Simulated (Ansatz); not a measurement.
Ideal-gas functions of C3H4 (`C=C=C`) at 298.15 K and 1 bar, from an Ansatz frequency run at PBE0-D4/def2-TZVP.

Molar mass 40.07 g/mol, point group D2d (symmetry number 4), electronic degeneracy 1, moments of inertia 3.477, 56.247, 56.247 u Å². Harmonic wavenumbers (cm⁻¹, unscaled): 376, 376, 870, 870, 885, 1009, 1009, 1120, 1414, 1477, 2071, 3146, 3150, 3227, 3227.

Use S(trans) = R[1.5 ln M + 2.5 ln T − 1.1517]; rotational temperatures θ = 24.2544 K / I; S(rot) = R[ln(√π/σ · √(T³/θAθBθC)) + 1.5]; for each mode x = 1.438777 ν̃/T, S = R[x/(eˣ − 1) − ln(1 − e⁻ˣ)] and H = RT x/(eˣ − 1); 1 cm⁻¹ = 0.0119627 kJ/mol; R = 8.31446 J/(mol·K).

Problem. By hand: the entropy, in J/(mol·K).

Solution. Translation 154.9. Rotation: θ = 6.9757, 0.4312, 0.4312 K, giving 75.7. Vibration, mode by mode: 4.42, 4.42, 0.66, 0.66, 0.62, 0.38, 0.38, 0.24, 0.07, 0.05, 0.00, 0.00, 0.00, 0.00, 0.00, in all 11.9. Electronic 0.0. Sum 242.5 J/(mol·K).

Problem. By hand: H − E and G − E in kJ/mol, counted from the electronic energy.

Solution. Zero-point energy ½ × 24227 × 0.0119627 = 144.9; thermal vibration 2.5; translation, rotation and pV give 4 RT = 9.9. H − E = 157.3 kJ/mol, and G − E = 157.3 − 298.15 × 242.5/1000 = 85.0 kJ/mol.

Vibration gives 5 % of the entropy.
